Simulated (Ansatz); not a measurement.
# Nuclear-site quantities of Na as the cell is scaled

```
Na
1.0
    -2.09744    2.09744    2.09744
     2.09744   -2.09744    2.09744
     2.09744    2.09744   -2.09744
Na
1
Direct
  0.00000 0.00000 0.00000
```

The structure comes from a relaxation in the same program, started in the bcc type, and has space group Im-3m. Whether it is a known phase or the ground state wasn't checked.

These are results of Ansatz 0.2.0, DFT, PBE, all-electron PAW with datasets made for the crystal, scalar-relativistic, not measurements.

Numerical set-up: a Γ-centred 13×13×13 k mesh, Fermi–Dirac smearing of 0.08 eV, cutoff 160 eV (chosen by the program for this cell), no spin polarisation.

The contact density is the mean electron density over the nuclear volume; its changes follow the s electrons' response to bonding and compression. Changes below are taken from the unscaled cell, where it is 5909.66 e/Å³ at Na.

The datasets are made afresh for each cell, so very small changes are uncertain.

(1) Does compression raise or lower the contact density at Na?

(2) Tabulate the changes with volume.

Results:

(1) It raises it, by 0.24 e/Å³ over the whole range.

(2) 
```tsv
V/V(cell)	P (GPa)	Δρ(0) Na (e/Å³)
0.9500	0.5	0.13
1.0000	0.0	0.00
1.0500	-0.3	-0.11
```
